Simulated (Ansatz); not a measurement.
## Abstraction of H: N2H4 + SiH2(SiH2)Cl → N2H3 + SiH2(SiH3)Cl

Gas-phase species: N2H4 (hydrazine) `NN`, singlet; SiH2(SiH2)Cl, doublet; N2H3 (hydrazinyl radical) `[NH]N`, doublet; SiH2(SiH3)Cl, singlet. A radical takes H: the energy is the difference in strength between the N–H bond broken and the Si–H bond made.

Shapes, held fixed at every level: PBE0-D4/def2-TZVP. Flexible molecules stand in one conformer, not always the lowest. Programs: Ansatz 0.2.0. The zero-point and thermal change to 298 K, harmonic and unscaled (PBE0-D4/def2-TZVP), is -11.9 kJ/mol.

**Question.** Estimate ΔH(298 K) of this reaction.

**Answer.** The highest level, CCSD(T)/CBS estimate, gives ΔH(298 K) = -26.7 kJ/mol; the levels span -47.4 to -23.0. The column of differences is taken from that level and isn't an error. No measured value is set beside it here. Open shells run unrestricted. The CBS estimate extrapolates MP2 from def2-TZVPP and def2-QZVPP and adds CCSD(T) − MP2 in the triple-zeta set, cores frozen.

| level | kind | ΔH(298 K) (kJ/mol) | less CCSD(T)/CBS estimate |
| --- | --- | --- | --- |
| HF/def2-SVP | Hartree–Fock | -46.8 | -20.1 |
| HF/def2-TZVPP | Hartree–Fock | -47.4 | -20.7 |
| SPW92/def2-TZVPP | LDA | -23.0 | +3.7 |
| wB97M-V/def2-TZVPP | range-separated hybrid | -35.0 | -8.3 |
| wB97X-V/def2-TZVPP | range-separated hybrid | -42.0 | -15.3 |
| CCSD(T)/def2-SVP | coupled cluster or CI | -32.7 | -6.0 |
| CCSD(T)/def2-TZVPP | coupled cluster or CI | -28.8 | -2.1 |
| CCSD(T)/CBS estimate | coupled cluster or CI | -26.7 | 0.0 |
